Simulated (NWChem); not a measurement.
# BP2H5 (SMILES PBP): levels of theory compared

Wanted: a comparison of 6 runs (HF/STO-3G, HF/3-21G, SVWN5/6-31G, B3LYP/6-31G*, BP86/def2-SVPD) of BP2H5. 

The calculation is run with NWChem 7.3.0.

## 1. The system as given

BP2H5 has 8 atoms, charge 0, and is taken as a singlet. As SMILES, `PBP`. The shape is that of a GFN2-xTB optimisation. This is one conformer, not always the lowest.

Bond lengths: P1–B2 1.867 Å, B2–P3 1.868 Å, P1–H4 1.382 Å, P1–H5 1.381 Å, B2–H6 1.171 Å, P3–H7 1.381 Å, P3–H8 1.383 Å. Angles: P1–B2–P3 121.1°, P1–B2–H6 119.5°, P3–B2–H6 119.4°, B2–P1–H4 100.8°, B2–P1–H5 100.9°, B2–P3–H7 100.8°, B2–P3–H8 100.7°, H4–P1–H5 96.0°, H7–P3–H8 95.9°.

## 2. Energy and gradient at HF/STO-3G (run 1)

The input, run.py:

```python
from ase import Atoms
from ase.calculators.nwchem import NWChem

system = Atoms(['P', 'B', 'P', 'H', 'H', 'H', 'H', 'H'], positions=[
    [-1.008360, 0.928580, -0.910520],
    [0.407410, 0.469470, 0.216530],
    [0.688190, -1.300660, 0.742190],
    [-1.963650, 0.010870, -0.515100],
    [-1.548140, 2.001160, -0.228470],
    [1.133100, 1.304810, 0.599420],
    [2.037070, -1.438340, 0.480120],
    [0.254380, -1.975890, -0.384170],
])

calc = NWChem(
    label='run',
    theory='scf',
    memory='2200 mb',
    basis='STO-3G',
    basispar='spherical bse',
    scf={'nopen': '0', 'rhf': None, 'thresh': '1e-08', 'maxiter': '80', 'print': 'low'},
)
system.calc = calc

forces = system.get_forces()
print("Total energy (eV):", round(system.get_potential_energy(), 6))
print("forces (eV/A):")
for s, f in zip(system.symbols, forces):
    print(f"{s:2s} {f[0]:10.5f} {f[1]:10.5f} {f[2]:10.5f}")
```

On the command line:

```sh
$ export ASE_NWCHEM_COMMAND="nwchem PREFIX.nwi > PREFIX.nwo"
$ python run.py
```

The program printed:

```text
Total energy (eV): -19077.967038
forces (eV/A):
P    -0.18275    0.19150   -0.04134
B    -0.01764   -0.03862   -0.00663
P     0.18306   -0.17540    0.01928
H     0.22127    0.08958    0.03625
H     0.15550   -0.09760   -0.00458
H    -0.28385   -0.32288   -0.15062
H    -0.12300    0.13498    0.02612
H     0.04741    0.21839    0.12146
```

The calculator wrote run.nwi:

```
title "run"

permanent_dir run

scratch_dir run

start run

geometry units angstrom nocenter noautosym noautoz
  P  -1.0083599999999999e+00 9.2857999999999996e-01 -9.1052000000000000e-01
  B  4.0740999999999999e-01 4.6947000000000000e-01 2.1653000000000000e-01
  P  6.8818999999999997e-01 -1.3006599999999999e+00 7.4219000000000002e-01
  H  -1.9636499999999999e+00 1.0869999999999999e-02 -5.1510000000000000e-01
  H  -1.5481400000000001e+00 2.0011600000000000e+00 -2.2847000000000001e-01
  H  1.1331000000000000e+00 1.3048100000000000e+00 5.9941999999999995e-01
  H  2.0370699999999999e+00 -1.4383400000000000e+00 4.8011999999999999e-01
  H  2.5438000000000000e-01 -1.9758899999999999e+00 -3.8417000000000001e-01
end

memory 2200 mb

basis spherical bse noprint
   * library STO-3G
end

scf
  nopen 0
  rhf
  thresh 1e-08
  maxiter 80
  print low
end

task scf gradient
```

run.nwo:

```text
Northwest Computational Chemistry Package (NWChem) 7.3.0
             --------------------------------------------------------

           Job information
           ---------------

    nwchem branch   = 7.3.0
    use scalapack   = T
    input           = run.nwi
    prefix          = run.
    data base       = run/run.db
    status          = startup
    nproc           =        1

           Memory information
           ------------------

[... 5 lines left out ...]
    hardfail = no
[... 109 lines left out ...]
       Final RHF  results
[... 3 lines left out ...]
      One-electron energy =  -1223.348400941469
[... 1 line left out ...]
 Nuclear repulsion energy =    125.060319433073
[... 3 lines left out ...]
                              NWChem Gradients Module
                              -----------------------

                         RHF ENERGY GRADIENTS

    atom               coordinates                        gradient
                 x          y          z           x          y          z
   1 P      -1.905524   1.754762  -1.720633    0.003554  -0.003724   0.000804
   2 B       0.769893   0.887170   0.409182    0.000343   0.000751   0.000129
   3 P       1.300491  -2.457891   1.402536   -0.003560   0.003411  -0.000375
[... 4 lines of this table left out ...]
   8 H       0.480708  -3.733891  -0.725976   -0.000922  -0.004247  -0.002362

 Task  times  cpu:        1.4s     wall:        1.4s
 Total times  cpu:        1.4s     wall:        1.4s
```

It took 2.5 s on 1 thread of Intel Xeon Platinum 8488C (Sapphire Rapids), shared host; peak memory 0.1 GiB.

## 3. Energy and gradient at HF/3-21G (run 2)

The input, bh5p2.nw:

```
start bh5p2
memory stack 880 mb heap 220 mb global 1100 mb
charge 0
geometry units atomic noautosym nocenter noautoz
  P  -1.90552424  1.75476188 -1.72063343
  B   0.76989332  0.88716972  0.40918240
  P   1.30049062 -2.45789118  1.40253583
  H  -3.71076070  0.02054132 -0.97339793
  H  -2.92556060  3.78164433 -0.43174573
  H   2.14124867  2.46573354  1.13273963
  H   3.84950440 -2.71806867  0.90729531
  H   0.48070853 -3.73389095 -0.72597609
end
basis spherical bse
  * library 3-21G
end
scf
  thresh 1e-08
  maxiter 80
  noprint "final vectors analysis"
end
task scf gradient
```

On the command line:

```sh
$ nwchem bh5p2.nw > bh5p2.out
```

The program printed:

```text
[...]
  functions       =    45
[...]
  wavefunction    = RHF
[...]
         Total SCF energy =   -705.393967633313
      One-electron energy =  -1223.882278237146
      Two-electron energy =    393.428000105707
 Nuclear repulsion energy =    125.060310498125
        Time for solution =      1.2s
[...]
                         RHF ENERGY GRADIENTS
    atom               coordinates                        gradient
                 x          y          z           x          y          z
   1 P      -1.905524   1.754762  -1.720633    0.000789  -0.004519   0.013843
   2 B       0.769893   0.887170   0.409182   -0.006863  -0.007629  -0.003657
   3 P       1.300491  -2.457891   1.402536    0.001610   0.007082  -0.012401
   4 H      -3.710761   0.020541  -0.973398    0.012053   0.013477   0.000429
   5 H      -2.925561   3.781644  -0.431746    0.005599  -0.017409  -0.004139
   6 H       2.141249   2.465734   1.132740   -0.004023  -0.004691  -0.002113
   7 H       3.849504  -2.718069   0.907295   -0.018416   0.002658  -0.002546
   8 H       0.480709  -3.733891  -0.725976    0.009250   0.011031   0.010583
[...]
```

Wall time 2 s (1 thread of Intel Xeon Platinum 8488C (Sapphire Rapids), shared host); peak memory 0.1 GiB.

## 4. Energy and forces at SVWN5/6-31G (run 3)

The input, mymol.nw:

```
start mymol
title "BH5P2"
memory total 2200 mb
charge 0

geometry units angstrom noautosym nocenter noautoz
  P     -1.008360     0.928580    -0.910520
  B      0.407410     0.469470     0.216530
  P      0.688190    -1.300660     0.742190
  H     -1.963650     0.010870    -0.515100
  H     -1.548140     2.001160    -0.228470
  H      1.133100     1.304810     0.599420
  H      2.037070    -1.438340     0.480120
  H      0.254380    -1.975890    -0.384170
end

basis spherical bse
  * library 6-31G
end

dft
  xc slater vwn_5
  grid xfine
  convergence energy 1e-08
  maxiter 100
  mulliken
end

task dft gradient
```

On the command line:

```sh
$ nwchem mymol.nw > mymol.out
```

The program printed:

```text
[...]
          Wavefunction type:  closed shell.
          No. of atoms     :     8
          No. of electrons :    40
[...]
          Charge           :     0
          Spin multiplicity:     1
[...]
          AO basis - number of functions:    45
[...]
              XC Information
              --------------
                        Slater Exchange Functional  1.000 local
                      VWN V Correlation Functional  1.000 local
[...]
 d= 0,ls=0.0,diis     1   -707.5339152160 -8.33D+02  2.00D-02  3.85D-01     1.2
[...]
 d= 0,ls=0.0,diis    10   -707.5755734333 -3.19D-09  6.35D-07  3.25D-10     7.2
         Total DFT energy =     -707.575573433348
      One electron energy =    -1228.508312283462
           Coulomb energy =      445.399400544043
    Exchange-Corr. energy =      -49.526981127002
 Nuclear repulsion energy =      125.060319433073
[...]
  wavefunction    = closed shell
                         DFT ENERGY GRADIENTS
    atom               coordinates                        gradient
                 x          y          z           x          y          z
   1 P      -1.905524   1.754762  -1.720633   -0.022388  -0.000336   0.017976
   2 B       0.769893   0.887170   0.409182    0.005030   0.006070   0.002653
   3 P       1.300491  -2.457891   1.402536    0.012324  -0.011340  -0.023221
   4 H      -3.710760   0.020541  -0.973398    0.021353   0.023243  -0.003512
   5 H      -2.925560   3.781644  -0.431746    0.011042  -0.028115  -0.010855
   6 H       2.141249   2.465733   1.132740   -0.009673  -0.011180  -0.005089
   7 H       3.849504  -2.718068   0.907295   -0.031850   0.004119   0.000028
   8 H       0.480708  -3.733891  -0.725976    0.014163   0.017539   0.022019
[...]
```

Run time: 9.9 s. Hardware: 1 thread of Intel Xeon Platinum 8488C (Sapphire Rapids), shared host; peak memory 0.14 GiB.

Runs 4 to 5 aren't shown in full; the table further down has their settings and results.

## 5. Energy and gradient at BP86/def2-SVPD (run 6)

The input, run.py:

```python
from ase import Atoms
from ase.calculators.nwchem import NWChem

molecule = Atoms(['P', 'B', 'P', 'H', 'H', 'H', 'H', 'H'], positions=[
    [-1.008360, 0.928580, -0.910520],
    [0.407410, 0.469470, 0.216530],
    [0.688190, -1.300660, 0.742190],
    [-1.963650, 0.010870, -0.515100],
    [-1.548140, 2.001160, -0.228470],
    [1.133100, 1.304810, 0.599420],
    [2.037070, -1.438340, 0.480120],
    [0.254380, -1.975890, -0.384170],
])

calc = NWChem(
    label='calc',
    theory='dft',
    memory='2200 mb',
    basis='def2-SVPD',
    basispar='spherical bse',
    dft={'xc': 'becke88 perdew86', 'mult': '1', 'grid': 'fine', 'convergence': 'energy 1e-08', 'iterations': '100', 'mulliken': None},
)
molecule.calc = calc

forces = molecule.get_forces()
print(f"energy = {molecule.get_potential_energy():.6f} eV")
print("forces (eV/A):")
for s, f in zip(molecule.symbols, forces):
    print(f"{s:2s} {f[0]:10.5f} {f[1]:10.5f} {f[2]:10.5f}")
print("dipole (e A):", molecule.get_dipole_moment().round(4))
```

On the command line:

```sh
$ export ASE_NWCHEM_COMMAND="nwchem PREFIX.nwi > PREFIX.nwo"
$ python run.py
```

The program printed:

```text
energy = -19330.461264 eV
forces (eV/A):
P     0.76547    0.02977   -0.94519
B    -0.35183   -0.41863   -0.18476
P    -0.54091    0.23299    1.05636
H    -0.81298   -0.85407    0.18476
H    -0.43210    1.05847    0.48805
H     0.62827    0.72531    0.33059
H     1.23392   -0.13164   -0.06968
H    -0.48995   -0.64221   -0.86014
dipole (e A): [-0.0209 -0.022  -0.0111]
```

The calculator wrote calc.nwi:

```
title "calc"

permanent_dir calc

scratch_dir calc

start calc

geometry units angstrom nocenter noautosym noautoz
  P  -1.0083599999999999e+00 9.2857999999999996e-01 -9.1052000000000000e-01
  B  4.0740999999999999e-01 4.6947000000000000e-01 2.1653000000000000e-01
  P  6.8818999999999997e-01 -1.3006599999999999e+00 7.4219000000000002e-01
  H  -1.9636499999999999e+00 1.0869999999999999e-02 -5.1510000000000000e-01
  H  -1.5481400000000001e+00 2.0011600000000000e+00 -2.2847000000000001e-01
  H  1.1331000000000000e+00 1.3048100000000000e+00 5.9941999999999995e-01
  H  2.0370699999999999e+00 -1.4383400000000000e+00 4.8011999999999999e-01
  H  2.5438000000000000e-01 -1.9758899999999999e+00 -3.8417000000000001e-01
end

memory 2200 mb

basis spherical bse noprint
   * library def2-SVPD
end

dft
  xc becke88 perdew86
  mult 1
  grid fine
  convergence energy 1e-08
  iterations 100
  mulliken
end

task dft gradient
```

calc.nwo:

```text
Northwest Computational Chemistry Package (NWChem) 7.3.0
             --------------------------------------------------------

           Job information
           ---------------

    nwchem branch   = 7.3.0
    use scalapack   = T
    input           = calc.nwi
    prefix          = calc.
    data base       = calc/calc.db
    status          = startup
    nproc           =        1

           Memory information
           ------------------

[... 5 lines left out ...]
    hardfail = no
[... 105 lines left out ...]
  convergence criterion.
[... 39 lines left out ...]
          Spatial weights used:  Erf1
[... 32 lines left out ...]
 1-e energy   =   -1226.015912
[... 43 lines left out ...]
           Coulomb energy =      445.459087530716
[... 844 lines left out ...]
          Convergence on density requested:  1.00D-05
[... 25 lines left out ...]
          total energy or number of iterations.
[... 36 lines left out ...]
                 ----------------------------------------
                 |  Time  |  1-e(secs)   |  2-e(secs)   |
                 ----------------------------------------
                 |  CPU   |       0.01   |       3.40   |
                 ----------------------------------------
                 |  WALL  |       0.01   |       3.40   |
                 ----------------------------------------

 Task  times  cpu:       26.6s     wall:       26.6s
 Total times  cpu:       26.6s     wall:       26.6s
```

Wall time 28 s (1 thread of Intel Xeon Platinum 8488C (Sapphire Rapids), shared host); peak memory 0.13 GiB.

## 6. All runs side by side

```csv
run,level,iteration cap,module,energy (Eh),largest force (eV/Å),wall time
1,HF/STO-3G,80,scf,-701.102363,0.456,2.5 s
2,HF/3-21G,80,scf,-705.393968,0.966,2 s
3,SVWN5/6-31G,100,dft,-707.575573,1.651,9.9 s
4,B3LYP/6-31G* (spherical functions),100,dft,-710.536870,0.930,22 s
5,B3LYP/6-31G* (Cartesian functions),100,dft,-710.542246,0.931,24 s
6,BP86/def2-SVPD,100,dft,-710.381355,1.243,28 s
```

## 7. Summary of results

| quantity | value |
| --- | --- |
| run 6: total energy | -710.38135 Eh |
| run 6: dipole moment | 0.16 D |
| run 6: HOMO energy | -6.48 eV |
| run 6: LUMO energy | -2.68 eV |
| run 6: HOMO–LUMO gap | 3.80 eV |
| run 6: largest force on an atom | 1.243 eV/Å |

In words: Over runs 2, 3, 4, 5, 6 the dipole moment (its size) runs from 0.01 D (B3LYP/6-31G*) to 0.28 D (HF/3-21G). The two ends differ in method and basis. Over runs 3, 4, 5, 6 the HOMO–LUMO gap runs from 3.78 eV (SVWN5/6-31G) to 5.48 eV (B3LYP/6-31G*). Totals of different functionals can't be ranked against each other. In run 1 the basis is minimal, so the values are rough. All runs together took 88 s, the longest 28 s.
